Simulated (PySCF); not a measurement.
Compound: C2H2ClN3.
Bonds: Cl1–C2, C2–C3 (aromatic), C3–N4 (aromatic), N4–N5 (aromatic), N5–N6 (aromatic), C2–N6 (aromatic). Hydrogens: H7 on C3; H8 on N6.

NICS = −σ at a ghost point: NICS(0) at the centroid of the ring atoms, NICS(1) 1 Å to either side along the normal of their mean plane, zz for the tensor component along that normal. Level: GIAO PBE0/pcSseg-1 (PySCF, non-relativistic, gas phase) on the GFN2-xTB geometry, one conformer.

Ring bond lengths (Å), with Mayer bond orders in brackets: C2–C3 1.379 (1.37), C3–N4 1.345 (1.34), N4–N5 1.273 (1.50), N5–N6 1.329 (1.17), N6–C2 1.357 (1.09).

What do the NICS probes read (ppm)?

```
          ring                                                 type  NICS(0)  NICS(1), two faces  NICS(1)zz, two faces  rms pucker (Å)  centre to ring atoms, mean (Å)
C2–C3–N4–N5–N6  5-membered ring with 3 N; formal bonds all aromatic    -12.7       -12.6 / -12.6         -31.7 / -31.7            0.00                            1.14
```

What do they say, and how far can they be read as aromaticity?

- C2–C3–N4–N5–N6: mean NICS(1)zz -31.7 ppm, shielded. For a flat ring without four-coordinate atoms the NICS criterion counts such a value as aromatic.

How equal are the bonds by HOMA? HOMA = 1 − mean of α(R − Ropt)² over the ring bonds, with Krygowski's 1993 parameters (CC: Ropt 1.388 Å, α 257.7 Å⁻²; CN: Ropt 1.334 Å, α 93.52 Å⁻²; NN: Ropt 1.309 Å, α 130.33 Å⁻²).

- C2–C3–N4–N5–N6: HOMA 0.94; the largest term is that of N4–N5, α(R − Ropt)² = 0.16. The geometric and the magnetic index point the same way.

List the ring angles and the Hirshfeld charges of the ring atoms.

- C2–C3–N4–N5–N6: C2 104.2° (+0.032 e), C3 107.4° (-0.047 e), N4 110.0° (-0.130 e), N5 108.8° (-0.078 e), N6 109.6° (-0.019 e); sum 540.0° against 540° for a flat convex ring.

What are the shieldings of the ring atoms and their hydrogens in the same run (means over atoms taken as equivalent)?

```
atoms                          environment  σ isotropic (ppm)  principal values of the symmetric part, first atom (ppm)
   C2                 aromatic C–Cl carbon               50.0                                        -22.5, 61.5, 110.9
   C3  aromatic CH next to a ring nitrogen               53.3                                        -23.2, 56.0, 127.2
   N4               pyridine-type nitrogen             -123.6                                     -380.0, -182.2, 191.3
   N5               pyridine-type nitrogen             -132.2                                     -409.4, -116.6, 129.4
   N6                pyrrole-type nitrogen               11.7                                       -144.6, 76.1, 103.6
   H7                    aromatic hydrogen              24.08                                          21.7, 22.8, 27.8
   H8                         N–H hydrogen              20.87                                          17.5, 20.5, 24.6
```
